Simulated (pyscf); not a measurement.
H₃C–BH–NH₂ (SMILES CBN) → HB=NH (SMILES B=N) + CH₄ (SMILES C), an elimination (singlet surface; B–C, H–N broken, C–H formed). Single points on ωB97X-D3(BJ)/def2-SVP structures (PySCF, gas phase). MP2 and CC: frozen core, UHF for open shells. ΔMP2 is the change of the MP2 total energy from the triple- to the quadruple-zeta basis. Energies in eV from the reactant's lowest minimum found.

Small-basis levels: PySCF, no dispersion term, spherical d functions. 

Task: Quick SVWN5/6-31G* single points give ΔE‡ = 3.15 eV and ΔE = +1.83 eV. What does CCSD(T)/def2-TZVPP + ΔMP2(QZVPP) give, and how far is the quick result from it?

Result: CCSD(T)/def2-TZVPP + ΔMP2(QZVPP) gives ΔE‡ = 3.54 eV and ΔE = +1.39 eV. SVWN5/6-31G* lies 0.38 eV under it in the barrier and 0.44 eV over it in the reaction energy, so on this step it does not hold to within 0.13 eV. CCSD(T)/def2-TZVPP + ΔMP2(QZVPP) has limits of its own. This is the saddle that the search found; another between the same sides may lie lower. The CCSD(T) − MP2 part came from Ansatz, without density fitting, on the same reference.
